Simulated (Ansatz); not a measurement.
We consider bcc V, described by PBEsol (Ansatz, an electronic-structure program, PAW).

Settings: plane-wave cutoff 500 eV, 34×34×34 k mesh, Fermi–Dirac smearing 0.1 eV, no spin polarisation, scalar-relativistic PAW data made under PBE.

Computed at the level's own relaxed cell.

Q: Predict the volume per atom and equilibrium lattice constant a.

A: 
* **volume per atom**: 12.97 Å³/atom
* **equilibrium lattice constant a**: 2.960 Å

Measured, for comparison: equilibrium volume per atom 13.79 Å³/atom, lattice constant a 3.021 Å (static lattice: zero-point anharmonic expansion removed; as tabulated in Mejia-Rodriguez and Trickey (2018), arXiv:1807.09216). Computed (rounded) less measured: equilibrium volume per atom -5.9 %, lattice constant a -2.0 %.

Static lattice: no zero-point or thermal effects.
